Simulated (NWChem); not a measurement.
System: methanethiol (CH4S); SMILES CS

The following NWChem deck was run.

```
start job
memory heap 200 mb stack 900 mb global 1100 mb
geometry units angstroms noautoz
  C      0.007372     1.144073     0.000000
  S      0.073678    -0.666908     0.000000
  H     -0.485965     1.537229     0.899863
  H      1.050474     1.489261     0.000000
  H     -0.485965     1.537229    -0.899863
  H     -1.259317    -0.880595     0.000000
end
basis spherical
  * library 6-31+g*
end
dft
  xc b3lyp
  iterations 150
  mulliken
end
task dft energy
```

Output (shortened):

```
             Northwest Computational Chemistry Package (NWChem) 7.3.0
             --------------------------------------------------------

 CS  symmetry detected

                             Geometry "geometry" -> ""
                             -------------------------

 Output coordinates in angstroms (scale by  1.889725989 to convert to a.u.)

  No.       Tag          Charge          X              Y              Z
 ---- ---------------- ---------- -------------- -------------- --------------
    1 C                    6.0000     0.01180970     1.14875612     0.00000000
    2 S                   16.0000     0.06855391    -0.66254969     0.00000000
    3 H                    1.0000    -0.47944480     1.54451116     0.89986300
    4 H                    1.0000     1.05671955     1.48843237     0.00000000
    5 H                    1.0000    -0.47944480     1.54451116    -0.89986300
    6 H                    1.0000    -1.26555065    -0.86919632     0.00000000

 Effective nuclear repulsion energy (a.u.)      56.2440185353

      Symmetry information
      --------------------

 Group name             Cs
 Group number              2
 Group order               2
 No. of unique centers     5

                                 NWChem DFT Module
                                 -----------------

 Summary of "ao basis" -> "ao basis" (spherical)
 ------------------------------------------------------------------------------
       Tag                 Description            Shells   Functions and Types
 ---------------- ------------------------------  ------  ---------------------
 C                          6-31+g*                  8       18   4s3p1d
 S                          6-31+g*                 10       22   5s4p1d
 H                          6-31+g*                  2        2   2s

      Symmetry analysis of basis
      --------------------------

        a'         35
        a"         13

            General Information
            -------------------
          SCF calculation type: DFT
          Wavefunction type:  closed shell.
          No. of atoms     :     6
          No. of electrons :    26
           Alpha electrons :    13
            Beta electrons :    13
          Charge           :     0
          Spin multiplicity:     1
          Use of symmetry is: on ; symmetry adaption is: on
          Maximum number of iterations: 150
          AO basis - number of functions:    48
                     number of shells:    26
          Convergence on energy requested:  1.00D-06
          Convergence on density requested:  1.00D-05
          Convergence on gradient requested:  5.00D-04

              XC Information
              --------------
                         B3LYP Method XC Potential
                     Hartree-Fock (Exact) Exchange  0.200
                        Slater Exchange Functional  0.800 local
                    Becke 1988 Exchange Functional  0.720 non-local
              Lee-Yang-Parr Correlation Functional  0.810
                  VWN I RPA Correlation Functional  0.190 local

             Grid Information
             ----------------
          Grid used for XC integration:  medium
          Radial quadrature: Mura-Knowles
          Angular quadrature: Lebedev.
          Tag              B.-S. Rad. Rad. Pts. Rad. Cut. Ang. Pts.
          ---              ---------- --------- --------- ---------
          C                   0.70       49          11.0       434
          S                   1.00       88          11.0       590
          H                   0.35       45          10.0       434
          Grid pruning is: on
          Number of quadrature shells:   272
          Spatial weights used:  Erf1

      Superposition of Atomic Density Guess
      -------------------------------------

 Sum of atomic energies:        -437.11267238

      Non-variational initial energy
      ------------------------------

 Total energy =    -437.957946
 1-e energy   =    -713.069597
 2-e energy   =     218.867632
 HOMO         =      -0.284845
 LUMO         =       0.031915

      Symmetry analysis of molecular orbitals - initial
      -------------------------------------------------

  Numbering of irreducible representations:

     1 a'          2 a"

  Orbital symmetries:

     1 a'          2 a'          3 a'          4 a'          5 a'
     6 a"          7 a'          8 a'          9 a'         10 a"
    11 a'         12 a'         13 a"         14 a'         15 a'
    16 a'         17 a"         18 a'         19 a'         20 a"
    21 a'         22 a'         23 a'

     ---------------------------------------------
      Total Density - Mulliken Population Analysis
     ---------------------------------------------

    Atom       Charge   Shell Charges
 -----------   ------   -------------------------------------------------------
    1 C    6     6.84   2.00  0.70  1.94  0.75  1.28  0.10  0.04  0.03
    2 S   16    16.22   2.00  2.00  5.98  1.32  3.06  0.52  1.30 -0.03  0.03  0.04
    3 H    1     0.73   0.47  0.26
    4 H    1     0.73   0.47  0.26
    5 H    1     0.73   0.47  0.26
    6 H    1     0.76   0.41  0.35

   convergence    iter        energy       DeltaE   RMS-Dens  Diis-err
 ---------------- ----- ----------------- --------- --------- ---------
 d= 0,ls=0.0,diis     1   -438.6722351137 -4.95D+02  1.29D-02  1.99D-01
 d= 0,ls=0.0,diis     2   -438.6885314620 -1.63D-02  6.15D-03  6.00D-02
 d= 0,ls=0.0,diis     3   -438.6946545710 -6.12D-03  2.18D-03  1.98D-02
 d= 0,ls=0.0,diis     4   -438.6973112770 -2.66D-03  4.71D-04  5.54D-04
 d= 0,ls=0.0,diis     5   -438.6973969431 -8.57D-05  8.25D-05  8.46D-06
  Resetting Diis
 d= 0,ls=0.0,diis     6   -438.6973981525 -1.21D-06  2.19D-05  1.03D-06
 d= 0,ls=0.0,diis     7   -438.6973983055 -1.53D-07  8.02D-06  3.21D-08

         Total DFT energy =     -438.697398305487
      One electron energy =     -715.111103985896
           Coulomb energy =      252.777071966066
    Exchange-Corr. energy =      -32.607384820992
 Nuclear repulsion energy =       56.244018535336

 Numeric. integr. density =       26.000006514604

                  Occupations of the irreducible representations
                  ----------------------------------------------

                     irrep           alpha         beta
                     --------     --------     --------
                     a'               10.0         10.0
                     a"                3.0          3.0

                       DFT Final Molecular Orbital Analysis
                       ------------------------------------

 Vector   11  Occ=2.000000D+00  E=-3.983795D-01  Symmetry=a'
              MO Center=  6.2D-02,  5.0D-01, -1.1D-15, r^2= 2.2D+00
   Bfn.  Coefficient  Atom+Function         Bfn.  Coefficient  Atom+Function
  ----- ------------  ---------------      ----- ------------  ---------------
    26      0.348446  2 S  py                 4     -0.284241  1 C  py
     3     -0.279408  1 C  px                43     -0.232795  4 H  s
    25      0.190250  2 S  px                48     -0.180576  6 H  s
    44     -0.179600  4 H  s                 47     -0.173587  6 H  s
     8     -0.152351  1 C  py                 7     -0.142941  1 C  px

 Vector   12  Occ=2.000000D+00  E=-3.380465D-01  Symmetry=a'
              MO Center=  9.9D-02, -4.1D-01,  7.7D-15, r^2= 2.2D+00
   Bfn.  Coefficient  Atom+Function         Bfn.  Coefficient  Atom+Function
  ----- ------------  ---------------      ----- ------------  ---------------
    25      0.401197  2 S  px                26     -0.365612  2 S  py
    28      0.299150  2 S  s                 24      0.266517  2 S  s
     4      0.227391  1 C  py                48     -0.194083  6 H  s
    47     -0.157563  6 H  s                 21     -0.155301  2 S  px
    22      0.142109  2 S  py                 3     -0.140867  1 C  px

 Vector   13  Occ=2.000000D+00  E=-2.414495D-01  Symmetry=a"
              MO Center=  3.0D-02, -5.2D-01,  6.6D-16, r^2= 1.9D+00
   Bfn.  Coefficient  Atom+Function         Bfn.  Coefficient  Atom+Function
  ----- ------------  ---------------      ----- ------------  ---------------
    27      0.690225  2 S  pz                31      0.396900  2 S  pz
    23     -0.260224  2 S  pz                42     -0.132811  3 H  s
    46      0.132811  5 H  s                  5     -0.114093  1 C  pz
    41     -0.095856  3 H  s                 45      0.095856  5 H  s
    35      0.077411  2 S  pz                13     -0.038283  1 C  pz

 Vector   14  Occ=0.000000D+00  E=-8.997616D-03  Symmetry=a'
              MO Center= -3.8D-01,  7.3D-01, -3.7D-12, r^2= 7.4D+00
   Bfn.  Coefficient  Atom+Function         Bfn.  Coefficient  Atom+Function
  ----- ------------  ---------------      ----- ------------  ---------------
    32      3.024092  2 S  s                 10     -2.023487  1 C  s
    34      1.147613  2 S  py                12      1.089412  1 C  py
     6     -0.701824  1 C  s                 28     -0.477115  2 S  s
    48      0.400366  6 H  s                 29      0.342482  2 S  px
    30      0.322765  2 S  py                25      0.209804  2 S  px

 Vector   15  Occ=0.000000D+00  E= 1.086207D-02  Symmetry=a'
              MO Center= -5.4D-01, -6.9D-01,  5.5D-13, r^2= 8.6D+00
   Bfn.  Coefficient  Atom+Function         Bfn.  Coefficient  Atom+Function
  ----- ------------  ---------------      ----- ------------  ---------------
    10      1.255846  1 C  s                 28     -1.038685  2 S  s
    12     -0.899544  1 C  py                34     -0.837228  2 S  py
    32     -0.522084  2 S  s                  6      0.383047  1 C  s
    48      0.330729  6 H  s                 29      0.328363  2 S  px
    33     -0.316834  2 S  px                 8     -0.268464  1 C  py

 Vector   16  Occ=0.000000D+00  E= 4.439454D-02  Symmetry=a'
              MO Center=  8.0D-01,  1.5D-01, -1.7D-11, r^2= 9.4D+00
   Bfn.  Coefficient  Atom+Function         Bfn.  Coefficient  Atom+Function
  ----- ------------  ---------------      ----- ------------  ---------------
    10      0.904971  1 C  s                 11      0.576845  1 C  px
    29     -0.569569  2 S  px                34     -0.543813  2 S  py
    48     -0.498495  6 H  s                 33      0.325577  2 S  px
     8     -0.262809  1 C  py                12      0.247314  1 C  py
    25     -0.232702  2 S  px                30     -0.190292  2 S  py

     ---------------------------------------------
      Total Density - Mulliken Population Analysis
     ---------------------------------------------

    Atom       Charge   Shell Charges
 -----------   ------   -------------------------------------------------------
    1 C    6     6.76   2.00  0.67  2.09  0.75  1.10  0.09  0.04  0.03
    2 S   16    16.03   2.00  2.00  5.97  1.36  3.05  0.50  1.03 -0.01  0.06  0.06
    3 H    1     0.77   0.52  0.25
    4 H    1     0.77   0.52  0.25
    5 H    1     0.77   0.52  0.25
    6 H    1     0.90   0.51  0.40

     -------------------------------------------
      Total Density - Lowdin Population Analysis
     -------------------------------------------

    Atom       Charge   Shell Charges
 -----------   ------   -------------------------------------------------------
    1 C    6     6.66   1.99  0.57  1.90  0.44  1.40  0.09  0.20  0.07
    2 S   16    16.05   2.00  1.99  5.90  1.05  2.77  0.50  1.45  0.11  0.22  0.07
    3 H    1     0.82   0.49  0.33
    4 H    1     0.80   0.48  0.32
    5 H    1     0.82   0.49  0.33
    6 H    1     0.86   0.48  0.37

     Multipole analysis of the density
     ---------------------------------

     L   x y z        total         alpha         beta         nuclear
     -   - - -        -----         -----         ----         -------
     0   0 0 0     -0.000000    -13.000000    -13.000000     26.000000

     1   1 0 0     -0.378853     -0.189427     -0.189427      0.000000
     1   0 1 0      0.574272      0.287136      0.287136     -0.000000
     1   0 0 1      0.000000      0.000000      0.000000      0.000000

     2   2 0 0    -14.504223    -13.062305    -13.062305     11.620387
     2   1 1 0      1.098218     -0.426728     -0.426728      1.951675
     2   1 0 1     -0.000000     -0.000000     -0.000000      0.000000
     2   0 2 0    -15.374558    -48.189147    -48.189147     81.003737
     2   0 1 1      0.000000      0.000000      0.000000      0.000000
     2   0 0 2    -17.100158    -11.441760    -11.441760      5.783363
```

Level: B3LYP/6-31+G* (spherical d). Coordinates come from a PBE0/def2-SVP optimisation.
